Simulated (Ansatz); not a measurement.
## Ansatz (development build ahead of 0.2.0) run

```yaml
crystal:
  periodic: [false, false, false]
  atoms:
    - { symbol: H, position_ang: [-0.01898, 0.04272, 1.08225] }
    - { symbol: C, position_ang: [0.0239, 0.04054, -0.01689] }
    - { symbol: C, position_ang: [1.48904, -0.02526, -0.4424] }
    - { symbol: C, position_ang: [-0.75368, 1.29069, -0.43926] }
    - { symbol: C, position_ang: [-0.74561, -1.25019, -0.51569] }
    - { symbol: H, position_ang: [1.49838, 0.04217, -1.53561] }
    - { symbol: H, position_ang: [2.00367, 0.88157, -0.11613] }
    - { symbol: H, position_ang: [1.95545, -0.84174, -0.10595] }
    - { symbol: H, position_ang: [-0.7351, 1.27839, -1.5112] }
    - { symbol: H, position_ang: [-1.74712, 1.21184, -0.06428] }
    - { symbol: H, position_ang: [-0.19886, 2.09411, -0.08552] }
    - { symbol: H, position_ang: [-0.73499, -1.32431, -1.52707] }
    - { symbol: H, position_ang: [-0.22048, -2.14497, -0.04436] }
    - { symbol: H, position_ang: [-1.78589, -1.24937, -0.05773] }
basis:
  gaussian: { orbitals: cc-pVDZ }
hamiltonian:
  xc: hf
```

The input is written out in the form of the current development build from the run's settings.

The run gave:

```json
{"Converged": "yes", "Total energy": "-157.28396 hartree", "Spin squared of the determinant": "0.000"}
```

Caution: no unrestricted run beside it, a lower state can exist.
